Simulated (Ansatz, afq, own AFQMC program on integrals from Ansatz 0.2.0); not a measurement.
# CH2Ge⁺, doublet in cc-pVDZ, levels against CCSDT(Q)

```csv
atom,x (Å),y (Å),z (Å)
Ge,0.0000,0.0000,0.3308
C,0.0000,0.0000,-1.6265
H,0.0000,0.9089,-2.2295
H,0.0000,-0.9089,-2.2295
```

Connectivity, by distances: Ge–CH2.

Basis cc-pVDZ. Noble-gas cores (and the filled d shells of Ga–Kr and In–Xe) are frozen. AFQMC by an in-house program on the Cholesky factors that Ansatz 0.2.0 writes for its CCSD(T) run. ph-AFQMC/CISD is guided by a CISD state made of CCSD amplitudes; releasing the constraint for a short imaginary time cuts its bias at the price of noise, slowly where states lie close. ± is one standard error of the sampling. No spin–orbit coupling.

Determinant: UHF, the one that the program's search chose, which needn't be the lowest solution. The geometry is a PBE0/def2-TZVP stationary point of this or a neighbouring charge and spin state.

No full CI on the walks' own integrals is used here; CCSDT(Q) serves as the reference and is uncertain by about the last step of the cluster series.

Cautions: no relativity below Rb; no spin-orbit coupling; inner d shell frozen.

- T1 diagnostic: 0.0184
- weight of the determinant in the CISD state: 0.887
- ⟨S²⟩ of the determinant: 0.759
- size of the correlated space: 9 electrons in 36 orbitals

| level | correlation energy (eV) |
| --- | --- |
| MP2 | -4.5412 |
| CCSD | -5.4243 |
| CCSD(T) | -5.5750 |

Question: Estimate where AFQMC with the constraint released lies against CCSD(T) on the same integrals.

Answer: 3.4 ± 0.3 kJ/mol below CCSD(T).

Reference: CCSDT(Q), correlation energy -5.612 eV. The released energy is read at 2.40 1/Eh (meV from the phaseless value at times in 1/Eh: -3 ± 3 at 0.24, -2 ± 3 at 0.51, -6.2 ± 1.8 at 0.99, -6 ± 3 at 1.62, -1 ± 3 at 2.40).

```
         level  E − E(reference) (kJ/mol)  share of correlation (%)
       CCSD(T)                        3.5                     99.35
         CCSDT                        1.0                     99.81
 ph-AFQMC/CISD                  0.2 ± 0.3                     99.97
released AFQMC                  0.1 ± 0.3                     99.98
```

A walk keeps the symmetry of its determinant, which the program's search chose and which needn't be the lowest solution, so a lower state of the same spin and another symmetry isn't excluded. Released energies are given only where the last usable release times agree within the noise; a slower fall can still hide under it.
